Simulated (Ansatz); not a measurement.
Relaxation of AlClH3N (6 atoms, charge 0, multiplicity 1), to a largest force component of 0.03 eV/Å in at most 50 steps.

Level of theory: RKS PBE/def2-SVP in Ansatz 0.2.0.

```xyz
6
Properties=species:S:1:pos:R:3
Al -0.826 -0.180 0.658
H 1.824 0.055 1.406
N 2.281 0.038 0.469
H 2.059 -0.855 0.012
H 1.896 0.801 -0.107
Cl -0.951 0.142 -1.499
```

**Question.** Where does it end, and by what steps?

**Answer.** It converged. After 9 steps the energy has fallen by 0.038 eV; Cl6 moved furthest, 0.49 Å.

| step | energy less start (eV) | largest force component (eV/Å) | accepted |
| --- | --- | --- | --- |
| 0 | 0.0000 | 0.521 | yes |
| 1 | 0.0091 | 0.927 | no |
| 2 | -0.0121 | 0.107 | yes |
| 3 | -0.0161 | 0.509 | yes |
| 4 | -0.0188 | 0.398 | yes |
| 5 | -0.0224 | 0.427 | yes |
| 6 | -0.0348 | 0.073 | yes |
| 7 | -0.0351 | 0.072 | yes |
| 8 | -0.0073 | 0.732 | no |
| 9 | -0.0378 | 0.016 | yes |

```xyz
6
Properties=species:S:1:pos:R:3
Al -0.717 -0.575 0.523
H 1.873 0.395 1.327
N 2.177 0.059 0.410
H 2.140 -0.964 0.362
H 1.645 0.493 -0.352
Cl -0.834 0.591 -1.331
```

Time of the run: 35 s on 1 thread of AMD EPYC 7R43 64-Core Processor (Zen 3), with other jobs on the host, peak memory 0.13 GiB.
